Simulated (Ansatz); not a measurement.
# C2H3ClF2: how energies converge with the basis set

Aim: see how fast density functionals converge with the basis set for C2H3ClF2.

Program: Ansatz 0.2.0, Gaussian basis. Level of theory: one geometry, several basis sets. These are calculated values, not measurements.

Levels to be run: PBE0-D4/def2-SVP; ωB97M-V/def2-SVP; PBE0-D4/def2-QZVPP; ωB97M-V/def2-QZVPP; the functionals' def2-TZVPP values are taken from earlier runs.

## Step 1: The geometry

All runs share one geometry, relaxed beforehand with PBE0-D4 in a triple-zeta def2 set.

SMILES `CC(F)(F)Cl`, 8 atoms, charge 0, spin multiplicity 1.

Atoms are counted from 1 here; the program's logs count them from 0.

Bond lengths: C1–C2 1.499 Å, C1–H6 1.089 Å, C1–H7 1.091 Å, C1–H8 1.089 Å, C2–F3 1.343 Å, C2–F4 1.343 Å, C2–Cl5 1.781 Å. Angles: C2–C1–H6 109.7°, C2–C1–H7 108.3°, C2–C1–H8 109.7°, H6–C1–H7 109.7°, H6–C1–H8 109.6°, H7–C1–H8 109.7°, C1–C2–F3 111.0°, C1–C2–F4 111.0°, C1–C2–Cl5 112.0°, F3–C2–F4 106.8°, F3–C2–Cl5 107.9°, F4–C2–Cl5 107.9°.

As a file:

```xyz
8
charge 0, multiplicity 1
C    -0.5805   -0.3128    0.4702
C     0.5366    0.1726   -0.4029
F     1.7255    0.0072    0.1995
F     0.5838   -0.5182   -1.5536
Cl    0.3644    1.8986   -0.8080
H    -0.5896    0.2499    1.4020
H    -0.4168   -1.3710    0.6807
H    -1.5312   -0.1834   -0.0438
```

## Step 2: PBE0-D4 in def2-SVP

File in.yaml:

```yaml
crystal:
  periodic: [false, false, false]
  atoms:
    - {symbol: C, position_ang: [-0.580477, -0.312824, 0.470182]}
    - {symbol: C, position_ang: [0.536630, 0.172637, -0.402853]}
    - {symbol: F, position_ang: [1.725505, 0.007235, 0.199479]}
    - {symbol: F, position_ang: [0.583813, -0.518182, -1.553560]}
    - {symbol: Cl, position_ang: [0.364437, 1.898593, -0.808009]}
    - {symbol: H, position_ang: [-0.589641, 0.249859, 1.401950]}
    - {symbol: H, position_ang: [-0.416823, -1.371037, 0.680705]}
    - {symbol: H, position_ang: [-1.531245, -0.183380, -0.043795]}
basis:
  gaussian: {orbitals: def2-SVP}
hamiltonian: {xc: pbe0, dispersion: d4}
output: {orbitals: {seedname: orbitals}}
```

On the command line:

```bash
$ ansatz run in.yaml --threads 4 --pin off --events-out ev --progress --plain --max-ram 10444MiB
```

After this run come: ωB97M-V in def2-SVP; PBE0-D4 in def2-QZVPP; ωB97M-V in def2-QZVPP.

**Question.** What will the summary of the whole plan be? Wanted: PBE0-D4: double and triple zeta above quadruple; ωB97M-V: double and triple zeta above quadruple.

**Answer**, as computed:

| quantity | value |
| --- | --- |
| PBE0-D4: double and triple zeta above quadruple | 14.10, 0.76 eV |
| ωB97M-V: double and triple zeta above quadruple | 14.26, 0.72 eV |

PBE0-D4 gains 13.34 eV from double to triple zeta, then 0.76 eV more. These are total energies; as a rule much of such shifts cancels in differences, which this series doesn't test. The LUMO of ωB97M-V is positive and keeps falling with the basis (3.50 to 1.93 eV): an unbound level that the basis holds in place.
